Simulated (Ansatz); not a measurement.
A run of Ansatz (development build ahead of 0.2.0) on singlet N₂ at this shape:

```xyz
2

N     0.0250   -0.0126   -0.5075
N    -0.0009   -0.0490    0.5392
```

Its results:

| Item | Value |
| --- | --- |
| Converged | yes |
| Reference energy | -108.98515 hartree |
| Correlation energy | -0.36071 hartree |
| Total energy | -109.34587 hartree |
| Spin squared of the determinant | 0.000 |

(1) Which input gives this output? Name the method, the orbitals and the basis set, and write the input.

Answers

(1) RHF-MP2 in cc-pVTZ. An unrestricted run that stays on the closed shell gives the same numbers.

```yaml
crystal:
  periodic: [false, false, false]
  atoms:
    - { symbol: "N", position_ang: [0.025, -0.01265, -0.50746] }
    - { symbol: "N", position_ang: [-0.00095, -0.04904, 0.53918] }
basis:
  gaussian: { orbitals: cc-pVTZ }
hamiltonian:
  xc: hf
correlation:
  method: mp2
  frozen_orbitals: { "N": 1 }
```
